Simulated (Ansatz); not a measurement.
# N2H (dinitrogen monohydride): levels of theory compared

Aim: a comparison of 6 runs (UB3LYP/STO-3G, UBHLYP/STO-3G, UPBE0/STO-3G, UCCSDT(Q)/STO-3G, UCCSD/STO-3G, UCCSD(T)/STO-3G) of N2H (dinitrogen monohydride). 

Program for the calculation: Ansatz 0.2.0.

34 further runs of the same task are left out: 34 set aside as unsound or not needed.

## (1) The molecule

N2H has 3 atoms, charge 0, and is taken as a doublet. SMILES: `[N]=N`. The H3–N2 distance was set to 2.074 Å, away from the relaxed value. At this shape a bond of the SMILES string is far longer than usual.

Bond lengths: N1–N2 1.164 Å.

## (2) The energy at UB3LYP/STO-3G (run 1)

Input file run.yaml:

```yaml
crystal:
  periodic: [false, false, false]
  atoms:
    - {symbol: "N", position_ang: [0.944082, -1.651606, 0.344959]}
    - {symbol: "N", position_ang: [-0.014288, -1.196546, -0.133001]}
    - {symbol: H, position_ang: [-0.472040, 0.825820, -0.172480]}
basis:
  gaussian:
    orbitals: STO-3G
accuracy: high
magnetization:
  spin_polarized: true
  initial_magnetization: 1
hamiltonian:
  xc: {name: B3LYP}
```

Launch:

```console
$ ansatz run run.yaml --threads 1 --pin off --max-ram 2610MiB --events-out events.jsonl --progress --plain --runs-dir runs
```

Output:

```text
Warning: RAYON_NUM_THREADS=1 ignored (pool sized by the plan → 1); use --threads N
Functional definition: B3LYP
  name "B3LYP"
  parameter a0 = 0.2
  parameter ax = 0.72
  parameter ac = 0.81
  exchange = (1 - a0 - ax)*slater_x + ax*b88_x + a0*exact_x
  correlation = (1 - ac)*vwn_rpa_c + ac*lyp_c
167 factors; integrals over basis functions are off by at most 1.5e-8 eV
mean field evaluation 1: about -2952.7447 eV, gradient 4.7e0 eV
mean field evaluation 2: about -2953.0265 eV, gradient 3.2e0 eV
mean field evaluation 4: about -2953.0822 eV, gradient 2.0e-1 eV
mean field evaluation 8: about -2953.0393 eV, gradient 8.9e-3 eV
mean field evaluation 16: about -2953.0393 eV, gradient 3.9e-6 eV
mean field -2953.03931074 eV, -108.5221930277 hartree, gradient 4.8e-8 eV, S^2 0.751877; 0 other end points of the search recorded, 0 dependent functions left out
reference -2953.03933086 eV, -108.5221937672 hartree; 8, 7 occupied and 3, 4 virtual orbitals, 167 factors
Total energy: -2953.03933086 eV, -108.5221937672 hartree
```

Wall time 0.78 s (1 thread of Arm Neoverse V1, shared host).

## (3) The energy at UBHLYP/STO-3G (run 2)

Input file in.yaml:

```yaml
basis:
  gaussian: {orbitals: STO-3G}
crystal:
  periodic: [false, false, false]
  atoms:
    - symbol: "N"
      position_ang: [0.944082, -1.651606, 0.344959]
    - symbol: "N"
      position_ang: [-0.014288, -1.196546, -0.133001]
    - symbol: H
      position_ang: [-0.472040, 0.825820, -0.172480]
magnetization: {spin_polarized: true, initial_magnetization: 1}
hamiltonian: {xc: {name: BHLYP}}
accuracy: high
```

Launch:

```console
$ ansatz run in.yaml --threads 1 --pin off --max-ram 2610MiB --events-out events.jsonl --progress --plain --runs-dir runs
```

Output:

```text
Warning: RAYON_NUM_THREADS=1 ignored (pool sized by the plan → 1); use --threads N
Functional definition: BHLYP
  name "BHLYP"
  parameter a = 0.5
  exchange = (1 - a)*b88_x + a*exact_x
  correlation = lyp_c
167 factors; integrals over basis functions are off by at most 1.5e-8 eV
mean field evaluation 1: about -2951.0844 eV, gradient 4.9e0 eV
mean field evaluation 2: about -2951.4595 eV, gradient 2.5e0 eV
mean field evaluation 4: about -2951.5139 eV, gradient 1.9e-1 eV
mean field evaluation 8: about -2951.4960 eV, gradient 3.9e-2 eV
mean field evaluation 16: about -2951.4962 eV, gradient 4.6e-5 eV
mean field -2951.49615525 eV, -108.4654831095 hartree, gradient 4.4e-8 eV, S^2 0.753922; 0 other end points of the search recorded, 0 dependent functions left out
reference -2951.49616905 eV, -108.4654836165 hartree; 8, 7 occupied and 3, 4 virtual orbitals, 167 factors
Total energy: -2951.49616905 eV, -108.4654836165 hartree
```

Run time: 0.72 s. Hardware: 1 thread of Arm Neoverse V1, shared host.

Runs 3 to 5 aren't shown in full; the table further down has their settings and results.

## (4) A single-point energy at UCCSD(T)/STO-3G (run 6)

Input file input.yaml:

```yaml
crystal:
  periodic: [false, false, false]
  atoms:
    - {symbol: N, position_ang: [0.944082, -1.651606, 0.344959]}
    - {symbol: "N", position_ang: [-0.014288, -1.196546, -0.133001]}
    - {symbol: H, position_ang: [-0.472040, 0.825820, -0.172480]}
basis:
  gaussian: {orbitals: STO-3G}
total_charge: 0
magnetization: {spin_polarized: true, initial_magnetization: 1}
correlation: {method: ccsd_t, frozen_orbitals: {H: 0, "N": 1}}
accuracy: high
scf: {omitted_lower_state_checks: [cluster_reference, increment]}
```

Launch:

```console
$ ansatz run input.yaml --threads 1 --pin off --max-ram 2610MiB --events-out events.jsonl --progress --plain --runs-dir runs
```

Output:

```text
Warning: RAYON_NUM_THREADS=1 ignored (pool sized by the plan → 1); use --threads N
[... 12 lines left out ...]
2 core orbitals not correlated: weight in the atoms' cores, before any rotation towards them, 1.000 or more for the frozen orbitals, at most 0.000 for the correlated occupied ones
[... 28 lines left out ...]
Total energy: -2942.43525502 eV, -108.1325011679 hartree
Checks for a lower state left out: cluster_reference, increment
```

Run time: 0.22 s. Hardware: 1 thread of Arm Neoverse V1, shared host.

## (5) All runs side by side

| run | level | frozen core orbitals | energy (Eh) | ⟨S²⟩ | wall time |
| --- | --- | --- | --- | --- | --- |
| 1 | UB3LYP/STO-3G | – | -108.522194 | 0.752 | 0.78 s |
| 2 | UBHLYP/STO-3G | – | -108.465484 | 0.754 | 0.72 s |
| 3 | UPBE0/STO-3G | – | -108.419278 | 0.752 | 0.78 s |
| 4 | UCCSDT(Q)/STO-3G | 2 | -108.134337 | 1.133 | 1.8 s |
| 5 | UCCSD/STO-3G | 2 | -108.131286 | 1.133 | 0.2 s |
| 6 | UCCSD(T)/STO-3G | 2 | -108.132501 | 1.133 | 0.22 s |

## (6) Summary of results

```
                                          quantity          value
                               run 6: total energy  -108.13250 Eh
run 6: correlation energy (2 core orbitals frozen)     -168.5 mEh
                             run 6: (T) correction      -1.21 mEh
          run 6: ⟨S²⟩ of the reference determinant          1.133
                              run 6: T1 diagnostic          0.077
```

In words: Totals of different functionals can't be ranked against each other. In runs 1, 2, 3, 4, 5, 6 the basis is minimal, so the values are rough. Spin contamination of the reference: run 4 ⟨S²⟩ = 1.13, run 5 ⟨S²⟩ = 1.13, run 6 ⟨S²⟩ = 1.13. All runs together took 4.5 s, the longest 1.8 s.
